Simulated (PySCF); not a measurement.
# Solvent effects on NMR parameters

Numbering as in the mapped SMILES `[H]/[N:2]=[N:3]/[H]`; H(Xn) means a hydrogen on atom n.

GIAO PBE0/pcSseg-1 in PySCF 2.14 on one PBE0-D3(BJ)/def2-SVP conformer, non-relativistic, equivalent nuclei averaged. Solvents enter as an IEF-PCM continuum (tetrahydrofuran with ε = 7.4, methanol with ε = 32.6) around the gas-phase geometry.

Gas phase, σ in ppm: H(N2)/H(N3) 13.22, N2/N3 -423.3. Dipole moment 0.00 D.

**Question.** How does each σ change in the continuum?

**Answer.** 
```
      atoms                  environment  Δσ, tetrahydrofuran  Δσ, methanol
H(N2)/H(N3)  hydrogen on an azo nitrogen                +0.30         +0.35
      N2/N3                 azo nitrogen                 +9.3         +11.2
```

Changes are relative to the gas phase.

**Question.** Which nuclei move most (in ppm), and what does the model miss?

**Answer.** N2/N3 (azo nitrogen, +11.2 ppm) in methanol. A continuum only polarises the solute; specific hydrogen bonds, the anisotropy of aromatic solvents and changes of geometry or conformer are outside it.
